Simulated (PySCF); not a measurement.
PySCF input (HF/def2-TZVPD):

```python
from pyscf import gto, scf, dft

mol = gto.M(
    atom='''
    C     0.05713489    0.62201518    0.05144694
    N    -0.00528734   -0.81344612    0.05212403
    H    -0.94857585    1.06891843    0.03510111
    H    -0.51054075   -1.09359063   -0.79570070
    H     0.58587122    0.98412688    0.93348780
    H     0.56744742    1.00257708   -0.84643810
    ''',
    basis='def2-tzvpd',
    charge=0,
    spin=1,
    verbose=4,
)

mf = scf.UHF(mol).density_fit(auxbasis='def2-universal-jkfit')
mf.conv_tol = 1e-9
mf.max_cycle = 100
mf.max_memory = 1500
mf.kernel()
if not mf.converged:
    mf = mf.newton()
    mf.kernel(mf.make_rdm1())
for _ in range(2):
    mo, _, stable, _ = mf.stability(return_status=True)
    if stable:
        break
    mf.kernel(mf.make_rdm1(mo, mf.mo_occ))
mf.analyze()
```

Output:

```
PySCF version 2.14.0

[INPUT] verbose = 4
[INPUT] num. atoms = 6
[INPUT] num. electrons = 17
[INPUT] charge = 0
[INPUT] spin (= nelec alpha-beta = 2S) = 1
[INPUT] symmetry False subgroup None
[INPUT] Mole.unit = angstrom
[INPUT] Symbol           X                Y                Z      unit          X                Y                Z       unit  Magmom
[INPUT]  1 C      0.057134890000   0.622015180000   0.051446940000 AA    0.107969294257   1.175438335522   0.097220626547 Bohr   0.0
[INPUT]  2 N     -0.005287340000  -0.813446120000   0.052124030000 AA   -0.009991624527  -1.537190383890   0.098500141209 Bohr   0.0
[INPUT]  3 H     -0.948575850000   1.068918430000   0.035101110000 AA   -1.792548564877   2.019963082200   0.066331484568 Bohr   0.0
[INPUT]  4 H     -0.510540750000  -1.093590630000  -0.795700700000 AA   -0.964782192930  -2.066586783091  -1.503656400125 Bohr   0.0
[INPUT]  5 H      0.585871220000   0.984126880000   0.933487800000 AA    1.107136150065   1.859730275023   1.764036282623 Bohr   0.0
[INPUT]  6 H      0.567447420000   1.002577080000  -0.846438100000 AA    1.072320213891   1.894596099966  -1.599536190397 Bohr   0.0

nuclear repulsion = 36.1709622535279
number of shells = 46
number of NR pGTOs = 148
number of NR cGTOs = 110
basis = def2-tzvpd
ecp = {}

******** <class 'pyscf.df.df_jk.DFUHF'> ********
method = DFUHF
initial guess = minao
damping factor = 0
level_shift factor = 0
DIIS = <class 'pyscf.scf.diis.CDIIS'>
diis_start_cycle = 1
diis_space = 8
diis_damp = 0
SCF conv_tol = 1e-09
SCF conv_tol_grad = None
SCF max_cycles = 100
direct_scf = False
number electrons alpha = 9  beta = 8
Set gradient conv threshold to 3.16228e-05
******** <class 'pyscf.df.df.DF'> ********
auxbasis = def2-universal-jkfit
init E= -94.5163985533996
  alpha nocc = 9  HOMO = -0.191781968087263  LUMO = 0.0619344052499713
  beta  nocc = 8  HOMO = -0.297440738995157  LUMO = -0.191781968087263

WARN: HOMO -0.191781968087263 >= LUMO -0.191781968087263

cycle= 1 E= -94.5824597195826  delta_E= -0.0661  |g|= 0.234  |ddm|= 1.12
  alpha nocc = 9  HOMO = -0.434123915633374  LUMO = 0.0685747732992104
  beta  nocc = 8  HOMO = -0.427619856452523  LUMO = 0.0605272212079926
  HOMO = -0.427619856453  LUMO = 0.060527221208  gap/eV = 13.28316
cycle= 2 E= -94.6243051489524  delta_E= -0.0418  |g|= 0.0896  |ddm|= 0.225
  alpha nocc = 9  HOMO = -0.435138290802194  LUMO = 0.0939236991560145
  beta  nocc = 8  HOMO = -0.422644852014393  LUMO = 0.0765610296355832
  HOMO = -0.422644852014  LUMO = 0.0765610296356  gap/eV = 13.58408
cycle= 3 E= -94.6310783298271  delta_E= -0.00677  |g|= 0.0383  |ddm|= 0.0976
  alpha nocc = 9  HOMO = -0.443713451269142  LUMO = 0.107020973375142
  beta  nocc = 8  HOMO = -0.421391527646286  LUMO = 0.0766027917089846
  HOMO = -0.421391527646  LUMO = 0.076602791709  gap/eV = 13.55112
cycle= 4 E= -94.6328815840687  delta_E= -0.0018  |g|= 0.0132  |ddm|= 0.0473
[...]
  beta  nocc = 8  HOMO = -0.419717284999187  LUMO = 0.0766230646896204
  HOMO = -0.419717284999  LUMO = 0.0766230646896  gap/eV = 13.50611
Extra cycle  E= -94.6332279712895  delta_E= -3.78e-11  |g|= 3.35e-06  |ddm|= 7.68e-06
converged SCF energy = -94.6332279712895  <S^2> = 0.76215896  2S+1 = 2.0121222
uhf_internal: lowest eigs of H = [0.15135025 0.50570345 0.51660403]
<class 'pyscf.df.df_jk.DFUHF'> wavefunction is stable in the internal stability analysis
**** SCF Summaries ****
Total Energy =                         -94.633227971289472
Nuclear Repulsion Energy =              36.170962253527904
One-electron Energy =                 -198.998308292979033
Two-electron Energy =                   68.194118068161671
Two-electron Coulomb Energy =           81.404545304030790
DFT Exchange-Correlation Energy =      -13.210427235869119
HOMO-LUMO gap [eV] =                    13.506108852683932
**** MO energy ****
                             alpha | beta                alpha | beta
MO #1   energy= -15.5841455152257  | -15.5520910819033  occ= 1 | 1
MO #2   energy= -11.2486767835343  | -11.2516704689182  occ= 1 | 1
MO #3   energy= -1.19990585637006  | -1.1117476805066   occ= 1 | 1
MO #4   energy= -0.893909240056907 | -0.860122658790097 occ= 1 | 1
MO #5   energy= -0.647603028660565 | -0.627820860622357 occ= 1 | 1
MO #6   energy= -0.623135297219967 | -0.565033876228066 occ= 1 | 1
MO #7   energy= -0.565476557302333 | -0.554336209602205 occ= 1 | 1
MO #8   energy= -0.455545851811714 | -0.419717284999187 occ= 1 | 1
MO #9   energy= -0.449130631729324 | 0.0766230646896204 occ= 1 | 0
MO #10  energy= 0.0757750731140234 | 0.108651860348461  occ= 0 | 0
MO #11  energy= 0.111649402760342  | 0.114892872671426  occ= 0 | 0
MO #12  energy= 0.15351369441779   | 0.154129361000064  occ= 0 | 0
MO #13  energy= 0.156043836600323  | 0.156050497447918  occ= 0 | 0
MO #14  energy= 0.181292030752298  | 0.182985039132275  occ= 0 | 0
MO #15  energy= 0.202082610340132  | 0.202928039957017  occ= 0 | 0
MO #16  energy= 0.205711409524399  | 0.207478128478209  occ= 0 | 0
MO #17  energy= 0.233251478741243  | 0.23841521220315   occ= 0 | 0
MO #18  energy= 0.236781727757327  | 0.275598430491068  occ= 0 | 0
MO #19  energy= 0.278272429582247  | 0.278901462004121  occ= 0 | 0
MO #20  energy= 0.298828024539198  | 0.299232726403715  occ= 0 | 0
MO #21  energy= 0.318836068692101  | 0.31964162043247   occ= 0 | 0
MO #22  energy= 0.324939336873579  | 0.32767078479539   occ= 0 | 0
MO #23  energy= 0.340654791055698  | 0.345818403558807  occ= 0 | 0
MO #24  energy= 0.353452215514363  | 0.365599397943085  occ= 0 | 0
MO #25  energy= 0.375441354537061  | 0.376495965970149  occ= 0 | 0
MO #26  energy= 0.376755987520347  | 0.381812874425897  occ= 0 | 0
MO #27  energy= 0.386204249697848  | 0.392753983898389  occ= 0 | 0
MO #28  energy= 0.404239696872063  | 0.412698242592884  occ= 0 | 0
MO #29  energy= 0.412543493619961  | 0.4179053138073    occ= 0 | 0
MO #30  energy= 0.436366583208879  | 0.439852282167047  occ= 0 | 0
MO #31  energy= 0.449920910035161  | 0.451431239441683  occ= 0 | 0
MO #32  energy= 0.459943149419132  | 0.464389561968132  occ= 0 | 0
MO #33  energy= 0.489630606470516  | 0.504035763168376  occ= 0 | 0
MO #34  energy= 0.527559128838146  | 0.532739686961806  occ= 0 | 0
MO #35  energy= 0.547847342634565  | 0.555650218019396  occ= 0 | 0
MO #36  energy= 0.575854755904595  | 0.579593161752291  occ= 0 | 0
MO #37  energy= 0.609116805510102  | 0.621231165554043  occ= 0 | 0
MO #38  energy= 0.616857494442181  | 0.625097596170213  occ= 0 | 0
MO #39  energy= 0.622145326325444  | 0.63669985570302   occ= 0 | 0
MO #40  energy= 0.634578959041224  | 0.639408815083331  occ= 0 | 0
MO #41  energy= 0.7343698007574    | 0.736797526990608  occ= 0 | 0
MO #42  energy= 0.742011166837558  | 0.751708889626749  occ= 0 | 0
MO #43  energy= 0.842785477956199  | 0.848938345253973  occ= 0 | 0
MO #44  energy= 0.856874909653742  | 0.862055315081609  occ= 0 | 0
MO #45  energy= 0.872993547407964  | 0.875289956774807  occ= 0 | 0
MO #46  energy= 0.901387014980633  | 0.909550852975601  occ= 0 | 0
MO #47  energy= 0.916095157760289  | 0.933950610242806  occ= 0 | 0
MO #48  energy= 0.923800647508232  | 0.952554012976484  occ= 0 | 0
MO #49  energy= 0.942878749733635  | 0.995939656775747  occ= 0 | 0
MO #50  energy= 1.04771385465983   | 1.06142624840538   occ= 0 | 0
MO #51  energy= 1.07590068507769   | 1.08634719879129   occ= 0 | 0
MO #52  energy= 1.15366578013565   | 1.15400857712061   occ= 0 | 0
MO #53  energy= 1.20552228955069   | 1.21531847433097   occ= 0 | 0
MO #54  energy= 1.25062572928198   | 1.25556049175142   occ= 0 | 0
MO #55  energy= 1.38034972948352   | 1.38541593961138   occ= 0 | 0
MO #56  energy= 1.54711108890514   | 1.59856759949033   occ= 0 | 0
MO #57  energy= 1.60044837725713   | 1.63654813920012   occ= 0 | 0
MO #58  energy= 1.64945803489584   | 1.7015280035712    occ= 0 | 0
MO #59  energy= 1.69069932071972   | 1.70263778359276   occ= 0 | 0
MO #60  energy= 1.87297337615517   | 1.8780421497876    occ= 0 | 0
MO #61  energy= 1.97856898153229   | 1.98473332758846   occ= 0 | 0
MO #62  energy= 1.99218854043897   | 1.99420024953334   occ= 0 | 0
MO #63  energy= 2.00256330706827   | 2.0039317880204    occ= 0 | 0
MO #64  energy= 2.01506909318758   | 2.03438525911023   occ= 0 | 0
MO #65  energy= 2.10168484933308   | 2.10422243646442   occ= 0 | 0
MO #66  energy= 2.2377091899012    | 2.25233331382914   occ= 0 | 0
MO #67  energy= 2.27104535037227   | 2.27245727738123   occ= 0 | 0
MO #68  energy= 2.32440505852299   | 2.34101116826005   occ= 0 | 0
MO #69  energy= 2.38912268685648   | 2.39351167905299   occ= 0 | 0
MO #70  energy= 2.41042222625777   | 2.41297902509562   occ= 0 | 0
MO #71  energy= 2.51437919500263   | 2.52373875518047   occ= 0 | 0
MO #72  energy= 2.56671151606507   | 2.60848858152712   occ= 0 | 0
MO #73  energy= 2.6545094465833    | 2.66636772529311   occ= 0 | 0
MO #74  energy= 2.75002132894655   | 2.76362140665176   occ= 0 | 0
MO #75  energy= 2.75908530967665   | 2.76570396056783   occ= 0 | 0
MO #76  energy= 2.79804059753578   | 2.80301534818556   occ= 0 | 0
MO #77  energy= 2.87960565942404   | 2.89092476848413   occ= 0 | 0
MO #78  energy= 2.91224565013428   | 2.91670897588354   occ= 0 | 0
MO #79  energy= 2.96387454027139   | 3.03047595888049   occ= 0 | 0
MO #80  energy= 3.06265152944085   | 3.07047262242491   occ= 0 | 0
MO #81  energy= 3.09951672493884   | 3.10519494726385   occ= 0 | 0
MO #82  energy= 3.12312497479351   | 3.12892048727382   occ= 0 | 0
MO #83  energy= 3.34786359298375   | 3.35446257121942   occ= 0 | 0
MO #84  energy= 3.42858127637006   | 3.43293885205126   occ= 0 | 0
MO #85  energy= 3.4994353713626    | 3.50290664594335   occ= 0 | 0
MO #86  energy= 3.55739047708213   | 3.56153991237955   occ= 0 | 0
MO #87  energy= 3.59599340395923   | 3.60335091198164   occ= 0 | 0
MO #88  energy= 3.631738160498     | 3.63271876152027   occ= 0 | 0
MO #89  energy= 3.74727369112112   | 3.77006719395083   occ= 0 | 0
MO #90  energy= 3.85591167449285   | 3.87081688629238   occ= 0 | 0
MO #91  energy= 3.91537524602777   | 3.92156577384652   occ= 0 | 0
MO #92  energy= 3.9433469685598    | 3.94440726624478   occ= 0 | 0
MO #93  energy= 4.15217405994477   | 4.1721812576729    occ= 0 | 0
MO #94  energy= 4.43636562226095   | 4.46538509926251   occ= 0 | 0
MO #95  energy= 4.53778742064601   | 4.54297587763711   occ= 0 | 0
MO #96  energy= 4.5986464421122    | 4.63205682975786   occ= 0 | 0
MO #97  energy= 4.73399785302028   | 4.75678833320771   occ= 0 | 0
MO #98  energy= 4.75038920485762   | 4.77815765639864   occ= 0 | 0
MO #99  energy= 4.83864637515872   | 4.84630602708842   occ= 0 | 0
MO #100 energy= 5.12981044784477   | 5.19666149118251   occ= 0 | 0
MO #101 energy= 5.20679938480683   | 5.27412821872837   occ= 0 | 0
MO #102 energy= 5.21602018684067   | 5.28143193871187   occ= 0 | 0
MO #103 energy= 5.26927495679373   | 5.2848827259135    occ= 0 | 0
MO #104 energy= 5.49238033697782   | 5.5321019979734    occ= 0 | 0
[...]
```

It need not be the lowest isomer of its formula.
